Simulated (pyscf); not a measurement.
Optimised with ωB97X-D3(BJ)/def2-SVP in PySCF. Correlated levels are frozen-core, on RHF or UHF. ΔMP2 is the change of the MP2 total energy from the triple- to the quadruple-zeta basis.

Problem. For the elementary gas-phase step H₂N–SiH₂–OH → silanone (O=SiH₂) + ammonia (NH₃) (singlet surface; H–O, N–Si broken, H–N formed), what barrier and reaction energy does CCSD(T)/def2-TZVPP + ΔMP2(QZVPP) give, measured from the reactant's lowest minimum found?

Solution. ΔE‡ = 42.1 kcal/mol, ΔE = +60.1 kcal/mol. Zero-point energy shifts the barrier by -1.4 kcal/mol. It is an elimination, with an imaginary mode of 1354i cm⁻¹. On the product side the descent ends in an adduct with a N–Si contact, 31.8 kcal/mol under the separated species and 10.7 kcal/mol under the saddle at ωB97X-D3(BJ)/def2-TZVP. At CCSD(T) the saddle lies under the separated products, which points to a path from their complex (located at ωB97X-D3(BJ) alone), and parting the products costs more than the saddle. What is counted as broken (N–Si) persists as a longer contact in the product adduct; parting that adduct is a step of its own. This is the saddle that the search found; another between the same sides may lie lower. The CCSD(T) − MP2 part came from Ansatz, without density fitting, on the same reference.
